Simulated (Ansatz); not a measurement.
Results of r²SCAN-D4 (Ansatz, a first-principles code, PAW) for fcc Pt.

Run with plane-wave cutoff 560 eV, 24×24×24 k mesh, Fermi–Dirac smearing 0.05 eV, scalar-relativistic PAW data made under PBE.

A third-order Birch–Murnaghan fit to the energies gives V0 = 15.173 Å³/atom, B0 = 280 GPa, B′ = 5.4.

```json
[
 {"V (Å³/atom)": "14.264", "P (GPa)": "?"},
 {"V (Å³/atom)": "14.568", "P (GPa)": "12.73"},
 {"V (Å³/atom)": "14.871", "P (GPa)": "5.94"},
 {"V (Å³/atom)": "15.175", "P (GPa)": "-0.03"},
 {"V (Å³/atom)": "15.478", "P (GPa)": "?"},
 {"V (Å³/atom)": "15.782", "P (GPa)": "?"},
 {"V (Å³/atom)": "16.085", "P (GPa)": "?"}
]
```

Task: Estimate the withheld pressures from this fit; the answers are the runs' own values.

Result: 
- 14.264, P (GPa): 20.44
- 15.478, P (GPa): -5.29
- 15.782, P (GPa): -9.90
- 16.085, P (GPa): -13.94

The formula P = (3/2) B0 (x^(7/3) − x^(5/3)) [1 + (3/4)(B′ − 4)(x^(2/3) − 1)] with x = V0/V meets the computed pressures within 0.03 GPa when these rounded values are put in.

Measured, for comparison: bulk modulus 289 GPa (corrected for temperature and zero-point phonon effects; as tabulated in Levämäki et al. (2014), arXiv:1402.3671); equilibrium volume per atom 14.98 Å³/atom (static lattice: zero-point anharmonic expansion removed; as tabulated in Mejia-Rodriguez and Trickey (2018), arXiv:1807.09216). Computed (rounded) less measured: bulk modulus -3 %, equilibrium volume per atom +1.3 %.

Spin–orbit coupling is not included.

The computed numbers hold no vibrational or temperature effects.
